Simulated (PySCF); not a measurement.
CHN, SMILES C#N. The structure is a stationary point at ωB97X-D3(BJ)/def2-TZVPD.

TDDFT-PBE/def2-TZVPD (PySCF 2.14.0) puts the lowest singlet excitations at 8.09, 8.36, 8.36, 8.86, 8.86, 9.08 eV.

Problem. What are the lowest excitation roots from PySCF 2.14.0 with ADC(3)/aug-cc-pVDZ? (Estimate from the structure and the level; the computed values follow.)

Solution. 8.11, 8.43, 8.43, 9.28, 9.28, 9.97 eV. S1 differs by 0.02 eV (second minus first; roots are paired by order, and the bases may differ).
